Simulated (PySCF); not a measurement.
**water and ammonia**

The system is a cluster of water and ammonia, neutral, singlet.

```tsv
part	name	SMILES	atoms	charge	multiplicity
1	water	O	1–3	0	1
2	ammonia	N	4–7	0	1
```

```xyz
7

O    -0.2758    0.0983   -0.0261
H    -0.2385   -0.8395    0.1696
H     0.6539    0.3960   -0.0287
N     2.4260    1.1653   -0.0760
H     3.2037    0.5170   -0.1127
H     2.4880    1.7552   -0.8977
H     2.5674    1.7602    0.7321
```
Atom numbers follow the order of the file, from 1.

In these coordinates H3···N4 is 1.932 Å. Part 2 is then moved rigidly along that line, all else held; at short range other atoms may come into contact.

The starting structure comes from a short search with a few starts; no frequency run checks that it is a minimum, and another way of binding may lie lower.

Level of theory: CCSD(T)/aug-cc-pVDZ and MP2/aug-cc-pVTZ, aug-cc-pVQZ counterpoise interaction energy, frozen core, gas phase, in PySCF 2.14.0. Geometry: PBE0-D3(BJ)/def2-TZVPD.

Counterpoise energies in kJ/mol, cluster less the parts frozen as they stand in it; small is aug-cc-pVDZ, large aug-cc-pVQZ. Estimated limit: HF in aug-cc-pVQZ, MP2 correlation extrapolated as X⁻³ from aug-cc-pVTZ and aug-cc-pVQZ, and CCSD(T) less MP2 in aug-cc-pVDZ; it isn't the exact limit.

Results

```csv
H3···N4 (Å),HF large,MP2 large,SCS-MP2 large,CCSD(T) small,CCSD(T) limit est.
1.739,-10.2,-23.0,-19.0,-17.0,-22.4
1.835,-15.4,-26.2,-22.8,-21.3,-25.7
1.932,-18.3,-27.3,-24.5,-23.5,-27.1
2.029,-19.7,-27.2,-24.8,-24.1,-27.1
2.125,-20.0,-26.3,-24.3,-23.9,-26.2
2.415,-17.9,-21.5,-20.3,-20.4,-21.5
2.898,-12.2,-13.6,-13.0,-13.2,-13.6
3.864,-5.2,-5.4,-5.3,-5.3,-5.4
```

The 8 runs took 6.8 min in all, one thread each of Arm Neoverse V1 on a shared host, launched as `OMP_NUM_THREADS=1 python cluster_run.py task.json out`.
